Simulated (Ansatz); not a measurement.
in.yaml

```yaml
crystal:
  periodic: [false, false, false]
  atoms:
    - {symbol: Ge, position_ang: [0.065346, -0.188626, 1.858357]}
    - {symbol: P, position_ang: [-0.099528, 0.941137, 0.008150]}
    - {symbol: Ge, position_ang: [-0.022907, -0.212676, -1.861832]}
basis:
  gaussian: {orbitals: cc-pVDZ}
magnetization: {spin_polarized: true, initial_magnetization: 1}
hamiltonian: {xc: {name: PBE0}}
output: {orbitals: {seedname: orbitals}}
```

```sh
$ ansatz run in.yaml --threads 1 --pin off --events-out ev --progress --plain --max-ram 2393MiB
```

Output:

```
850 factors; integrals over basis functions are off by at most 8.1e-4 eV
mean field evaluation 1: about -122303.2661 eV, gradient 1.4e1 eV
mean field evaluation 2: about -122298.1762 eV, gradient 2.8e1 eV
mean field evaluation 4: about -122304.7920 eV, gradient 1.2e0 eV
mean field evaluation 8: about -122304.8235 eV, gradient 9.0e-2 eV
mean field evaluation 16: about -122304.8240 eV, gradient 8.6e-5 eV
mean field evaluation 32: about -122304.4804 eV, gradient 2.4e0 eV
mean field -122304.82400155 eV, -4494.6193808698 hartree, gradient 1.1e-5 eV, S^2 0.804324; 2 other end points of the search recorded, 0 dependent functions left out
reference -122304.82402376 eV, -4494.6193816860 hartree; 40, 39 occupied and 32, 33 virtual orbitals, 850 factors
Total energy: -122304.82402376 eV, -4494.6193816860 hartree
```

Ran on 1 thread of Intel Xeon, shared host: 9.5 s wall, 0.24 GiB peak host memory.
